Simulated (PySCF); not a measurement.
Molecule: SMILES FOF, F2O.

Structure with atom numbers: `[F:1][O:2][F:3]`.

Geometry PBE0-D3(BJ)/def2-SVP throughout; GIAO in PySCF 2.14.0 with density-fitted response routines, gas phase, one conformer, non-relativistic; equivalent atoms averaged; functional PBE0.

**Question.** How do the shifts δ (against CFCl3, H2O at the same level) depend on the basis set? (ppm; last column core-seconds on shared hosts with different chips, so compare them loosely)

**Answer.** 
```csv
basis set,functions,F1/F3,O2,core-s
STO-3G,15,158.7,384.2,0.5
6-31G,27,177.5,737.9,0.91
pcSseg-0,27,208.7,811.2,1.4
6-31G*,42,158.4,697.5,1.1
def2-SVP,42,176.3,725.3,1.1
cc-pVDZ,42,168.7,741.7,1.8
pcSseg-1,51,172.2,801.2,1.8
aug-cc-pVDZ,69,175.9,760.0,2.5
"6-311+G(2d,p)",81,177.7,792.2,1.8
cc-pVTZ,90,162.5,772.8,3.4
def2-TZVP,93,172.9,788.0,2
IGLO-III,105,183.1,809.5,3.5
pcSseg-2,108,179.0,801.3,2.1
pcSseg-3,216,179.7,802.1,12
```

**Question.** Which nucleus moves most, in ppm?

**Answer.** O2 (oxygen bonded to 2 F): from 384.2 ppm with STO-3G to 811.2 ppm with pcSseg-0. The smallest spread is 50.3 ppm, at F1/F3.

**Question.** Taking the largest basis, pcSseg-3 (216 functions), as the yardstick, rank the others by their worst heavy-atom deviation.

**Answer.** pcSseg-2 0.8 ppm (108 functions), IGLO-III 7.4 ppm (105 functions), pcSseg-1 7.5 ppm (51 functions), 6-311+G(2d,p) 9.9 ppm (81 functions), def2-TZVP 14.1 ppm (93 functions), pcSseg-0 29.0 ppm (27 functions), cc-pVTZ 29.3 ppm (90 functions), aug-cc-pVDZ 42.1 ppm (69 functions), cc-pVDZ 60.4 ppm (42 functions), 6-31G 64.2 ppm (27 functions), def2-SVP 76.8 ppm (42 functions), 6-31G* 104.6 ppm (42 functions), STO-3G 417.9 ppm (15 functions).

A small basis that lands close on one nucleus may do so by chance; judge by the trend and by all nuclei.
